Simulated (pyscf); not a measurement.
`[FH]` + `[Cl]` [doublet] -> `[H]` [doublet] + `[F][Cl]`, an atom transfer (doublet surface; F–H broken, Cl–F formed). PySCF, gas phase, ωB97X-D3(BJ)/def2-SVP geometries. MP2 and CC: frozen core, UHF for open shells. ΔMP2 is the change of the MP2 total energy from the triple- to the quadruple-zeta basis. Energies in kcal/mol from the separated reactants.

AM1 to PM7: differences of heats of formation from MOPAC. Open shells are spin-unrestricted. 

In single points PM3 puts the saddle at 62.6 kcal/mol and the reaction energy at +65.2 kcal/mol. Should these be trusted to within a few kcal/mol? Compare with CCSD(T)/def2-TZVPP + ΔMP2(QZVPP).

CCSD(T)/def2-TZVPP + ΔMP2(QZVPP) gives ΔE‡ = 88.6 kcal/mol and ΔE = +80.5 kcal/mol. PM3 lies 26.0 kcal/mol under it in the barrier and 15.4 kcal/mol under it in the reaction energy, so on this step it does not hold to within 3.0 kcal/mol. At PM3 this geometry lies under one side, so its ΔE‡ may be no barrier of that level. CCSD(T)/def2-TZVPP + ΔMP2(QZVPP) has limits of its own. The angle at the transferred F is 180°. The CCSD(T) − MP2 part came from Ansatz, without density fitting, on the same reference. A UHF reference is spin-contaminated (<S²> up to 0.92), which harms MP2 most. Left out: the spin-orbit lowering of Cl.
